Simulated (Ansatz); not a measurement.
One change: `P[SiH2]Cl` becomes `Cl[SiH2]Cl`.

Ansatz, PBE0-D4/def2-TZVP geometries, multiplicity 1. Each molecule was computed in one conformer, which needn't be the lowest.

| property | `P[SiH2]Cl` |
| --- | --- |
| LUMO energy (PBE/def2-TZVPP) / eV | -1.05 |
| ideal-gas entropy at 298 K and 1 bar (rigid rotor, harmonic PBE0-D4/def2-TZVP) / J/(mol·K) | 314 |
| HOMO energy (PBE/def2-TZVPP) / eV | -6.75 |
| HOMO energy (PBE0/def2-TZVPP) / eV | -7.88 |
| HOMO–LUMO gap (PBE/def2-TZVPP) / eV | 5.70 |
| size of the dipole moment (PBE/def2-TZVPP) / D | 1.50 |

Question: Give the same properties after the change, and the shifts. (Estimate.)

Answer: The calculation gave: 
| property | `Cl[SiH2]Cl` | shift |
| --- | --- | --- |
| LUMO energy (PBE/def2-TZVPP) / eV | -0.89 | 0.16 |
| ideal-gas entropy at 298 K and 1 bar (rigid rotor, harmonic PBE0-D4/def2-TZVP) / J/(mol·K) | 287 | -27 |
| HOMO energy (PBE/def2-TZVPP) / eV | -7.72 | -0.97 |
| HOMO energy (PBE0/def2-TZVPP) / eV | -9.10 | -1.22 |
| HOMO–LUMO gap (PBE/def2-TZVPP) / eV | 6.83 | 1.13 |
| size of the dipole moment (PBE/def2-TZVPP) / D | 1.04 | -0.46 |

With PBE0 the HOMO falls by 1.22 eV and the LUMO rises by 0.20 eV, so the gap widens by about 1.42 eV. PBE moves the HOMO by -0.97 eV and ωB97M-V by -1.35 eV. The zero-point energy changes by -41.8 kJ/mol with -6 modes. Dipoles are sizes alone; their direction can turn.
